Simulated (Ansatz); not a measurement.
**One element changed: atomization energies of F–SiH$_{2}$–F, Cl–SiH2–Cl**

Ansatz 0.2.0, basis cc-pVDZ; geometries are PBE0/def2-TZVP minima. Wave-function levels freeze the cores; HF, MP2 and coupled cluster are restricted for singlets and unrestricted otherwise, atoms included. The reference is CCSDT(Q) (coupled cluster only where its series has nearly closed). An error is the level's value less the reference. None of these values is a measured one. Energies are electronic, without zero-point terms. The set is small: it underbinds, by tens of kJ/mol for each bond, so near ties and functionals' places can change in larger sets. No spin–orbit coupling and no scalar relativity. The species are chosen: bound, without strong static correlation by their natural occupations or amplitudes, in their lowest spin state as far as vertical gaps and like structures tell, and with a ladder that closes on the reference, so errors are smaller than for species at large; levels whose determinant breaks symmetry or spin markedly are left out.

```json
{"species": "F–SiH2–F, singlet", "bonds (Å)": "F–Si 1.586, Si–H 1.474, angles at Si 108/109/115°", "quantity": "atomization", "symmetry of the states": "A1", "reference": "CCSDT(Q)", "value (kcal/mol)": "387.4", "error HF": "-80.9", "error MP2": "11.0", "error CCSD": "-3.3", "error CCSD(T)": "-0.4", "error CCSDT": "-0.5"}
{"species": "Cl–SiH2–Cl, singlet", "bonds (Å)": "Si–Cl 2.041, Si–H 1.475, angles at Si 108/110/113°", "quantity": "atomization", "symmetry of the states": "A1", "reference": "CCSDT(Q)", "value (kcal/mol)": "314.7", "error HF": "-57.8", "error MP2": "5.4", "error CCSD": "-3.5", "error CCSD(T)": "-0.3", "error CCSDT": "-0.3"}
```

The reference falls from F to Cl, by 72.7 kcal/mol in all.
